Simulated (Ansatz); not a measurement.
Two structures of CH$_{7}$ClSi, closed shell, reached by relaxing down either side of one saddle point (PBE0-D4/def2-TZVP). Energies are electronic, without zero-point energy. Program: Ansatz 0.2.0. Basis: def2-TZVPP and def2-QZVPP. Cores are frozen in the correlated methods. Extrapolation: Hartree–Fock as exp(−7.88 √X), correlation as X^−2.97. First:

```
10
angstrom
Si -0.1080 1.3284 0.4153
C 0.7060 -0.3152 0.7021
H -0.9667 1.7194 1.5596
H 0.8903 2.3947 0.1582
Cl -1.3249 1.2228 -1.2482
H -0.8372 -2.5611 -1.9709
H -0.9882 -1.8322 -1.9111
H 1.3553 -0.2601 1.5804
H 1.3134 -0.6029 -0.1584
H -0.0401 -1.0937 0.8729
```

Second:

Si1  (-1.125, 1.160, -0.749)
C2  (1.209, -1.245, 0.799)
H3  (-1.508, 0.894, 0.656)
H4  (0.232, 1.748, -0.816)
Cl5  (-2.457, 2.512, -1.537)
H6  (1.012, -1.463, -0.251)
H7  (-1.194, -0.083, -1.551)
H8  (1.583, -0.226, 0.899)
H9  (1.957, -1.941, 1.175)
H10  (0.290, -1.356, 1.375)
(Å)

Which bonds change from the first to the second?

CH₅ClSi ([CH3][SiH2][Cl]) + H₂ → SiH₃Cl ([SiH3][Cl]) + CH₄; bonds formed: Si1–H7, C2–H6; bonds broken: Si1–C2, H6–H7.

Give the saddle point's structure and its height above each. (Judge from chemistry; the value comes from the calculation.)

Computed: 3.048 eV above the first and 3.252 eV above the second (CCSD(T) at an estimated basis limit (MP2 extrapolated from triple and quadruple zeta, plus CCSD(T) − MP2 in triple zeta)).
```
10
angstrom
Si -0.4705 0.7327 -0.2670
C 0.7656 -0.7174 0.6519
H -1.2705 0.8055 0.9698
H 0.7314 1.5102 -0.6195
Cl -1.8494 1.7514 -1.5440
H -0.1643 -0.8093 -0.5791
H -0.7965 -0.5762 -1.2838
H 1.1523 -0.0525 1.4296
H 1.6265 -1.0878 0.0862
H 0.2751 -1.5566 1.1560
```

No T1 diagnostic of these runs exceeds 0.010.

Labels in which every atom is bracketed show which atoms are joined, not bond orders.

For scale, one of the runs: CCSD(T)/def2-TZVPP, 213 basis functions, launched by `ansatz run in.yaml --threads 4 --pin off --events-out ev --progress --plain --max-ram 9574MiB`. Hardware: 4 CPU threads of an Intel Xeon, shared host. Wall time 58 s; peak host memory 2.9 GiB.
